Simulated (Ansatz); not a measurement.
**Al₂H (doublet): from Hartree-Fock to the top rungs at angle Al2–Al1–H3 = 125.4°, cc-pVTZ**

One table from this session's results is given with a row withheld; the runs are named, their logs left out.

Computed with Ansatz 0.2.0, Gaussian basis. Level: cc-pVTZ, core rule «outside noble gas», up to 10 orbitals frozen.

To be run: UHF; CCSD(T) on ROHF; CCSD(T) on UHF; BCCD(T) on ROHF; CISD; CCSDT(Q) on ROHF; CCSDT(Q) on UHF; CASSCF and MRCISD+Q, 3 electrons in 3 orbitals; CASSCF and NEVPT2, 3 electrons in 3 orbitals.

24 further runs of the same task are left out: 8 for a known fault of the program, 1 for a mislabelled method, 12 that didn't finish, 3 set aside as unsound or not needed.

## What is computed

The geometry derives from a PBE0/def2-TZVP stationary point (not a proven minimum). One angle is set to the value named; bond lengths are kept.

3 atoms, charge 0, spin multiplicity 2.

Atoms are counted from 1 here; the program's logs count them from 0.

Bond lengths: Al1–Al2 2.677 Å, Al1–H3 1.619 Å. Angles: Al2–Al1–H3 125.4°.

Set-up of the first run:

in.yaml reads:

```yaml
crystal:
  periodic: [false, false, false]
  atoms:
    - {symbol: Al, position_ang: [-0.616249, 0.000000, 1.141195]}
    - {symbol: Al, position_ang: [0.611527, 0.000000, -1.237578]}
    - {symbol: H, position_ang: [0.126410, 0.000000, 2.580071]}
basis:
  gaussian: {orbitals: cc-pVTZ}
magnetization: {spin_polarized: true, initial_magnetization: 1}
hamiltonian: {xc: hf}
output: {orbitals: {seedname: orbitals}}
```

Launch:

```bash
ansatz run in.yaml --threads 1 --pin off --events-out ev --progress --plain --max-ram 2502MiB
```

Among the steps run: UHF; CCSD(T) on ROHF; CCSD(T) on UHF; BCCD(T) on ROHF; CISD; CCSDT(Q) on ROHF; CCSDT(Q) on UHF; CASSCF and MRCISD+Q, 3 electrons in 3 orbitals; CASSCF and NEVPT2, 3 electrons in 3 orbitals.

One of the session's tables, all rows but one given; the rest of the session is left out.

```
       method  from UCCSDT(Q) (kcal/mol)
         ROHF                     +99.20
          UHF                     +91.19
         RMP2                     +27.52
         UMP2                     +29.14
         CISD                     +13.49
        RCCSD                          ?
        UCCSD                      +5.11
     RCCSD(T)                      +1.37
     UCCSD(T)                      +1.49
      BCCD(T)                      +1.31
       RCCSDT                      +0.29
       UCCSDT                      +0.27
    RCCSDT(Q)                      +0.01
    UCCSDT(Q)                          0
  CASSCF pair                     +87.92
  NEVPT2 pair                     +25.41
  MRCISD pair                     +10.97
MRCISD+Q pair                      +1.79
```

**Question.** Estimate the row for RCCSD.

As computed: from UCCSDT(Q) (kcal/mol): +5.28. In the column «from UCCSDT(Q) (kcal/mol)» it lies between UCCSD (+5.11) and MRCISD pair (+10.97).

Limits of these values: Restricted and unrestricted rows rest on different reference determinants; where their highest levels disagree by more than a few hundredths of an eV, they describe different states and don't form one ladder.
